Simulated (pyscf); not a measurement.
PySCF, gas phase, ωB97X-D3(BJ)/def2-SVP geometries. MP2 and CC: frozen core, UHF for open shells. ΔMP2 is the change of the MP2 total energy from the triple- to the quadruple-zeta basis.

### Question
PBE/def2-TZVP puts the barrier of HB=O (SMILES B=O) + HCl (SMILES Cl) -> HO–BH–Cl (SMILES OBCl) (addition across a multiple bond or ene-type step; singlet surface; Cl–H broken, B–Cl, H–O formed) at 41.0 kJ/mol and the reaction energy at -145.6 kJ/mol, from the separated reactants. What do r²SCAN/def2-TZVP, M06-2X/def2-TZVP, CCSD(T)/def2-TZVPP + ΔMP2(QZVPP) give on the same structures?

### Answer
r²SCAN: ΔE‡ = 44.7 kJ/mol, ΔE = -155.7 kJ/mol; M06-2X: ΔE‡ = 57.8 kJ/mol, ΔE = -157.7 kJ/mol; CCSD(T): ΔE‡ = 75.2 kJ/mol, ΔE = -140.8 kJ/mol. PBE's barrier lies under all of them, by 3.8 to 34.2 kJ/mol. Its reaction energy lies among theirs. On the reactant side the descent ends in a complex (not fully relaxed), 18.2 kJ/mol under the separated species and 81.5 kJ/mol under the saddle at ωB97X-D3(BJ)/def2-TZVP. At ωB97X-D3(BJ) the barrier from the zero used here is 63.4 kJ/mol. One saddle was located; it need not be the lowest between these sides. The CCSD(T) − MP2 part came from Ansatz, without density fitting, on the same reference.
